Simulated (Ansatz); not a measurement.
**Rock-salt TiC: properties by level of theory**

Reference values: lattice constant a 4.33 Å (measured, temperature not stated, not corrected to a static lattice; as tabulated in Zhang et al. (2018), doi:10.1088/1367-2630/aac7f0); bulk modulus 240 GPa (measured, temperature not stated, not corrected to a static lattice, our sources range from 235 to 268; as tabulated in Krasnenko and Brik (2013), arXiv:1306.3139).

```tsv
level (code)	lattice constant a (Å)	bulk modulus B0 (GPa)
BLYP (Ansatz)	(withheld)	232
PBEsol (Ansatz)	4.293	(withheld)
LC-ωPBE (Ansatz)	(withheld)	(withheld)
```

Problem. Some entries are withheld; supply them.

Solution. 
- BLYP (Ansatz, a quantum-chemistry and plane-wave program), lattice constant a (Å): 4.380
- PBEsol (Ansatz), bulk modulus B0 (GPa): 267
- LC-ωPBE (Ansatz), lattice constant a (Å): 4.280
- LC-ωPBE (Ansatz), bulk modulus B0 (GPa): 302

Ansatz's density-functional and Hartree–Fock values are scalar-relativistic unless marked +SOC, with PAW data made under PBE.
